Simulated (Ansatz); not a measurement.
B2H6. Charge 0, multiplicity 1. Geometry PBE-D4/def2-TZVP, basis def2-TZVP, Ansatz.

Cartesian coordinates in Å:
```
B 0.029 -0.817 -0.320
H -0.880 -1.213 -0.990
H 0.977 -1.506 -0.074
H 0.453 0.333 -0.811
B -0.029 0.817 0.320
H 0.880 1.213 0.990
H -0.977 1.506 0.074
H -0.453 -0.333 0.811
```

```tsv
run	HOMO (eV)	LUMO (eV)
A	-10.70	0.16
B	-10.61	0.13
C	-12.77	2.57
D	-7.81	-2.00
E	-11.72	1.25
F	-9.21	-0.98
```

Task: The runs used BHLYP, CAM-B3LYP, HF, PBE, PBE0, ωB97X-V. Estimate which is which.

Result: A CAM-B3LYP (range-separated); B BHLYP (50 % exact exchange); C HF (100 % exact exchange); D PBE (0 % exact exchange); E ωB97X-V (range-separated); F PBE0 (25 % exact exchange). Exact exchange lowers occupied and raises empty levels; among semilocal functionals meta-GGAs tend to open the gap a little, and such runs are hard to tell apart. The gap grows from 5.81 eV (PBE) to 15.34 eV (HF).
